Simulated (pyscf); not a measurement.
# Four-centre exchange: HO–Cd–OH (SMILES [OH][Cd][OH]) + NH₃ (SMILES N) -> H₂N–Cd–OH (SMILES [NH2][Cd][OH]) + H₂O (SMILES O)

Gas phase, singlet surface, charge 0. Bonds broken: Cd1–O2, N6–H7. Bonds formed: Cd1–N6, O2–H7. PySCF, gas phase, ωB97X-D3(BJ)/def2-SVP geometries.

Transition state (Å):

```xyz
9

Cd     0.1265     0.3403    -0.1562
O     -1.5951    -0.9924     0.2848
O      1.3007     0.5532    -1.7414
H     -2.4476    -1.0972    -0.1493
H      1.9628     1.2401    -1.6036
N     -0.7633     0.6694     1.7978
H     -1.4917    -0.2409     1.2438
H     -0.2582     0.3996     2.6409
H     -1.2068     1.5676     1.9849
```

One imaginary mode, 1052i cm⁻¹; descent along it reached the two sides named, in the forms told below.

| bond | change | reactant side (Å) | saddle | product side |
|---|---|---|---|---|
| Cd1–O2 | breaks | 2.009 | 2.221 | 2.488 |
| N6–H7 | breaks | 1.028 | 1.291 | 1.876 |
| Cd1–N6 | forms | 2.460 | 2.172 | 2.056 |
| O2–H7 | forms | 2.045 | 1.223 | 0.991 |

Electronic energies relative to the separated reactants (kcal/mol):

```
level                   barrier  reaction energy  reverse barrier
----------------------  -------  ---------------  ---------------
ωB97X-D3(BJ)/def2-TZVP     -1.3             +3.4             -4.7
PBE/def2-TZVP              -0.4             +4.1             -4.5
r²SCAN/def2-TZVP           -1.4             +4.4             -5.8
B3LYP-D3(BJ)/def2-TZVP      0.3             +3.9             -3.6
PBE0-D3(BJ)/def2-TZVP      -1.8             +3.1             -4.9
M06-2X/def2-TZVP           -4.2             +3.4             -7.6
ωB97M-D3(BJ)/def2-TZVP     -0.4             +3.5             -3.8
HF/def2-TZVP                8.9             +4.6              4.3
```

With ωB97M-D3(BJ)/def2-TZVP energies and thermal terms (ideal gas, 1 atm, RRHO with modes under 100 cm⁻¹ raised to 100, one conformer, R ln 2 for chiral ones without a mode under 150 cm⁻¹), in kcal/mol:

| T (K) | ΔH‡ | ΔG‡ | ΔH | ΔG |
|---|---|---|---|---|
| 298 | -2.0 | 8.0 | +3.1 | +2.6 |
| 600 | -1.6 | 18.1 | +3.4 | +2.1 |
| 900 | -0.9 | 27.8 | +3.5 | +1.4 |
| 1200 | 0.0 | 37.3 | +3.6 | +0.7 |

On the reactant side the descent ends in an adduct with a Cd–N contact, 16.4 kcal/mol under the separated species and 15.1 kcal/mol under the saddle at ωB97X-D3(BJ)/def2-TZVP. On the product side the descent ends in a bound adduct, 12.2 kcal/mol under the separated species and 7.5 kcal/mol under the saddle at ωB97X-D3(BJ)/def2-TZVP. At ωB97X-D3(BJ)/def2-TZVP, PBE, r²SCAN, PBE0-D3(BJ), M06-2X, ωB97M-D3(BJ) the saddle lies under the separated reactants, which points to a path from their complex (located at ωB97X-D3(BJ) alone). At ωB97X-D3(BJ)/def2-TZVP, PBE, r²SCAN, B3LYP-D3(BJ), PBE0-D3(BJ), M06-2X, ωB97M-D3(BJ) the saddle lies under the separated products, which points to a path from their complex (located at ωB97X-D3(BJ) alone), and parting the products costs more than the saddle. What is counted as formed (Cd–N) is already present as a longer contact in the reactant adduct; forming that adduct is a step of its own. One saddle was located; it need not be the lowest between these sides. Elements past Kr carry the def2 core potentials, without spin-orbit coupling.
